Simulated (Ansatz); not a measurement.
Consider the formal loss of a carbene: `C=NCO` → `[CH2]` (triplet) + `C=NO`.

Isolated molecules relaxed with PBE0-D4/def2-TZVP in Ansatz; ΔE leaves out vibrations. CCSD(T)/CBS adds triple-zeta CCSD(T) − MP2 to the extrapolated MP2 energy (def2 sets, frozen cores). This one scheme is used for every species. DFT in def2-TZVPP. Triplets are unrestricted, without spin–orbit coupling. One conformer a species, not always the lowest.

```json
{"level": "r2SCAN0", "ΔE (kcal/mol)": "117.2"}
{"level": "MP2/def2-SVP", "ΔE (kcal/mol)": "122.7"}
```

(1) What does CCSD(T)/CBS give? (An estimate is asked.)

Largest T1 diagnostic among the species: 0.014.

Results:

(1) Ansatz gave: +124.2 kcal/mol. The listed levels differ from it by -7.0, -1.5 kcal/mol.

In def2-TZVPP, CCSD(T) changes the Hartree–Fock value by +27.1 kcal/mol (the triples alone add +1.8 kcal/mol) and MP2 by +31.3 kcal/mol. The D4 term adds +2.0 kcal/mol with B3LYP and +1.1 kcal/mol with PBE0; it sums over pairs of atoms, weighted by their polarisabilities, and B3LYP, whose exchange is more repulsive, gets the larger term. From BLYP to BHLYP (50 % exact exchange), in def2-TZVPP and without D4, ΔE moves by +3.7 kcal/mol.

B3LYP here is the variant with VWN-RPA as its local correlation; programs differ in this.
